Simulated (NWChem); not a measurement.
Molecule: hydrogen cyanide (CHN); SMILES N#C

Program: NWChem. Pople sets run with spherical d functions. Structure relaxed at the PBE0-D3(BJ)/def2-TZVP level. Total energies compare along this basis series because the functional is fixed.

```tsv
level	basis functions	energy (Ha)	highest occupied level (eV)	orbital gap (eV)	dipole (D)
TPSS/STO-3G	11	-92.2399	-6.94	9.42	2.26
TPSS/3-21G	20	-92.9209	[?]	[?]	[?]
TPSS/6-31G*	30	-93.4343	-8.75	8.66	2.85
TPSS/6-31+G*	38	-93.4396	-9.04	8.37	3.01
TPSS/6-311G**	42	-93.4644	-8.97	8.57	2.89
TPSS/6-311++G**	51	-93.4666	-9.10	8.33	2.99
```

What belongs in the gaps?


- TPSS/3-21G, highest occupied level (eV): -8.62
- TPSS/3-21G, orbital gap (eV): 8.74
- TPSS/3-21G, dipole (D): 2.69
